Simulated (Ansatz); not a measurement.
C5H8O can be A, `C#CC(C)OC`, or B, `CC(=O)C1CC1`.

Gas-phase electronic energies from Ansatz, PBE0-D4/def2-TZVP geometries. CCSD(T)/CBS adds triple-zeta CCSD(T) − MP2 to the extrapolated MP2 energy (def2 sets, frozen cores). Functionals use def2-TZVPP. B3LYP here is the variant with VWN-RPA as its local correlation; programs differ in this. One conformer a species, not always the lowest.

Which is lower in electronic energy at CCSD(T)/CBS, and by how much? (Best estimate.)

Ansatz gave: B, by 35.5 kcal/mol.

Give E(B) − E(A) in kcal/mol with PBE-D4, B3LYP-D4, B3LYP, r2SCAN-D4, CCSD(T)/def2-TZVPP, CCSD/def2-TZVPP, HF/def2-TZVPP. (Estimate.)

The calculation gave: PBE-D4 -42.5, B3LYP-D4 -36.9, B3LYP -36.7, r2SCAN-D4 -42.3, CCSD(T)/def2-TZVPP -36.3, CCSD/def2-TZVPP -36.1, HF/def2-TZVPP -35.0. None reverses the order clearly.

Largest T1 diagnostic: 0.013.

In def2-TZVPP, CCSD(T) changes the Hartree–Fock value by −1.3 kcal/mol (the triples alone add −0.2 kcal/mol) and MP2 by −2.4 kcal/mol. From PBE to PBE0 (25 % exact exchange), in def2-TZVPP and without D4, E(B) − E(A) moves by −1.1 kcal/mol.
